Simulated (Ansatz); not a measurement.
This geometry of CH4BF + H2 (9 atoms, charge 0, multiplicity 1) is a first-order saddle point.

All numbers below come from RKS PBE/def2-SVP (Ansatz 0.2.0).

```xyz
9
Properties=species:S:1:pos:R:3
B 0.035 0.332 -0.043
F 0.084 -0.033 1.612
C 1.398 -0.018 -0.742
H 1.521 -1.121 -0.801
H 1.388 0.349 -1.791
H 2.292 0.404 -0.242
H -1.045 -0.038 -0.456
H -0.063 1.608 0.316
H -0.016 1.041 1.252
```

(1) Which two structures does it join? (They come from a converged band through this point; their orientation in space is the band's.)

(2) How far does it lie above each of them?

Answers

(1) Bonds broken: B1–F2, H8–H9. Bonds formed: B1–H8, F2–H9. CH4BF + H2 becomes CH5B + FH.

Image 0:

```xyz
9
Properties=species:S:1:pos:R:3
B 0.124 -0.514 -0.058
F 0.071 -0.327 1.267
C 1.462 -0.313 -0.838
H 1.664 -1.184 -1.498
H 1.337 0.549 -1.533
H 2.342 -0.122 -0.194
H -0.931 -0.828 -0.593
H -0.259 2.990 1.135
H -0.217 2.275 1.415
```

Image 8:

```xyz
9
Properties=species:S:1:pos:R:3
B 0.030 0.462 -0.232
F 0.058 0.022 1.797
C 1.403 -0.038 -0.787
H 1.489 -1.142 -0.831
H 1.435 0.313 -1.846
H 2.297 0.385 -0.287
H -1.022 -0.074 -0.521
H -0.059 1.637 0.166
H -0.037 0.960 1.644
```

(2) 1.51 eV above the first and 0.15 eV above the second. This is the barrier of this one path; another mechanism may lie lower. The orbitals stay closed-shell, which can raise the energy where a bond breaks towards radicals; this wasn't checked here.

Run time: 2.8 min on 1 thread of Arm Neoverse V1, with other jobs on the host, peak memory 0.12 GiB.
